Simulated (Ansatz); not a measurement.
Relaxing Pb

Computed with Ansatz 0.2.0, DFT r2SCAN, scalar-relativistic, plane waves, PAW. Cutoff 500 eV, Γ-centred k mesh, Gaussian smearing, no spin polarisation in the final step.

The start puts Pb on the samarium (9R) structure type (R-3m, No. 166), at a guessed volume.

```
CELL_PARAMETERS angstrom
1.86294 1.07557 9.00350
-1.86294 1.07557 9.00350
0.00000 -2.15114 9.00350
ATOMIC_POSITIONS crystal
Pb 0.00000 0.00000 0.00000
Pb 0.22222 0.22222 0.22222
Pb 0.77778 0.77778 0.77778
```

Cell and atoms relax at zero pressure; the relaxation can't lower the symmetry of the start. After a coarse first stage the cell is made exact in the group found at 0.06 Å.

Energies count from the standard state of Pb at the same level.

(1) Describe the relaxed structure.

(2) What are its volume, energy, density and gap?

Answers

(1) It keeps R-3m (No. 166). The result has the samarium (9R) structure. Conventional cell: a = 3.526 Å, c = 26.012 Å. Pb on Wyckoff site a (1 atom of the primitive cell) is coordinated by 12 Pb at 3.51–3.53 Å; Pb on Wyckoff site c (2 atoms of the primitive cell) is coordinated by 12 Pb at 3.51–3.58 Å.

```
Pb
1.0
     1.76285    1.01778    8.67055
    -1.76285    1.01778    8.67055
     0.00000   -2.03556    8.67055
Pb
3
Direct
  0.00000 0.00000 0.00000
  0.22334 0.22334 0.22334
  0.77666 0.77666 0.77666
```

(2) The volume per atom is 31.11 Å³, the density is 11.06 g/cm³ and the energy over the standard structure is 0.01 eV/atom. The gap on the 15×15×15 mesh is 0 eV (a metal).

The final run used a 15×15×15 mesh on its 3-atom cell and 0.10 eV smearing. For metals, differences of a few meV/atom aren't resolved. Spin–orbit coupling is left out. Symmetry constrained the relaxation, so the result can be a saddle point.

This form isn't the element's structure at ambient conditions.